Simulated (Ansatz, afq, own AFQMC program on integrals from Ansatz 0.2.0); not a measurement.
AFQMC on a folder of integrals that Ansatz 0.2.0 wrote.

```yaml
crystal:
  periodic: [false, false, false]
  atoms:
    - {symbol: B, position_ang: [0.000000, 0.000000, 0.000000]}
    - {symbol: Al, position_ang: [0.000000, 0.000000, 2.023407]}
basis:
  gaussian: {orbitals: aug-cc-pVDZ}
total_charge: 1
magnetization: {spin_polarized: false, initial_magnetization: 1}
correlation: {method: ccsd_t, electrons: outside_noble_gas, hamiltonian_folder: ham}
```

```sh
$ ansatz run in.yaml --threads 1 --pin off --events-out ev --progress --plain --max-ram 15360MiB --backend cuda --devices 0, --max-vram 18GiB
```

Options of the walk:

```
--method phaseless --trial cisd --walkers 4000 --populations 20 --least-time 60 --time-step 0.005 --steps-per-block 50 --equilibration-blocks 28 --max-blocks 4000 --target-error 0.00014 --factor-cut 1e-05 --start spin_pure --seed 9505 --release-times 0.24,0.51,0.99,1.62,2.4 --release-step 0.03 --release-every 3 --taylor-order 6
```

Times are imaginary, in 1/Eh. The walk had a cap of 133 s. With eight or more populations the least sampling time is a fifth of least-time, and the error comes from their spread.

Log:

```
orbitals 44  electrons 3 2  factors 317 of 503
reference energy -266.16375149 Eh
CCSD correlation -0.12343485 Eh in 16 cycles, weight of the determinant in the CISD state 0.8249
energy of the start -266.287186 Eh
 block  time / (1/Eh)  mean weight  energy / Eh
     1     0.250  1.0001  -266.286677
     2     0.500  1.0000  -266.287000
     3     0.750  0.9999  -266.287613
     4     1.000  0.9999  -266.288457
     5     1.250  0.9998  -266.289100
     7     1.750  1.0000  -266.290341
     9     2.250  1.0001  -266.291417
    13     3.250  1.0001  -266.292823
    21     5.250  0.9999  -266.293446
    29     7.250  1.0000  -266.293330
    37     9.250  1.0001  -266.293778
    45    11.250  0.9998  -266.293835
    53    13.250  1.0000  -266.293995
    61    15.250  1.0000  -266.293509
    69    17.250  0.9999  -266.293388
    77    19.250  0.9998  -266.293292
    85    21.250  1.0000  -266.293052
    93    23.250  0.9998  -266.294138
   101    25.250  0.9999  -266.292606
   109    27.250  1.0003  -266.294133
   117    29.250  1.0000  -266.294622
   125    31.250  0.9997  -266.293443
   133    33.250  1.0001  -266.293542
   137    34.250  1.0003  -266.292358
   141    35.250  0.9997  -266.292575
   149    37.250  1.0000  -266.294727
   157    39.250  0.9998  -266.293195
   165    41.250  1.0002  -266.294194
error from the spread of 20 populations
released: time / (1/Eh)  energy / Eh  error  mean overlap
  0.24  -266.293890  0.000089  0.9994
  0.51  -266.294128  0.000110  0.9989
  0.99  -266.294582  0.000067  0.9980
  1.62  -266.296672  0.001883  0.9975
  2.40  -266.295073  0.000054  0.9992
energy -266.293696 +/- 0.000123 Eh
(rows thinned)
```

The run passed its tests (sampling time, drift between the halves within three errors, error under three times the target), which doesn't prove that it has relaxed, ending at its cap on processor time.

Against this walk (error 3.3 meV) on the same determinant: CCSD(T) 11.9 meV higher, CCSDT(Q) 50.9 meV lower, full CI 52.5 meV lower. The error is statistical and leaves out the bias of the constraint. The released energies have errors that jump between times, so the bars are unsure (meV from the phaseless value at times in 1/Eh: -5.3 ± 2.4 at 0.24, -12 ± 3 at 0.51, -24.1 ± 1.8 at 0.99, -81 ± 51 at 1.62, -37.5 ± 1.5 at 2.40), so they give no level; they do show a bias of the constraint, and the last of them that isn't too noisy lies 15 meV above full CI. Full CI is exact here, so the walk's 52 meV above it is the walk's own error: the bias of the constraint with this trial.

Cautions: constraint bias not in the error; a spin-contaminated unrestricted determinant lies lower (UHF 801 meV lower, ⟨S²⟩ 1.52); the search met a lower determinant of the same kind, perhaps of another symmetry (22 meV lower), and this one is a saddle point; strong correlation (T1 0.056, weight of the determinant 0.82, largest double 0.23).

The walk took 2.2 min on 1 × NVIDIA H100 80GB HBM3 with 2 threads of AMD EPYC 7R13 Processor (Zen 3), with other jobs on the host (the card was shared). The log's last line is the phaseless energy.

CCSDT and higher add their correlation energy to the determinant of the CCSD(T) run, since their own runs factorise the integrals more tightly (a shift of under 2 meV). A walk keeps the symmetry of its determinant, which the program's search chose and which needn't be the lowest solution, so a lower state of the same spin and another symmetry isn't excluded.
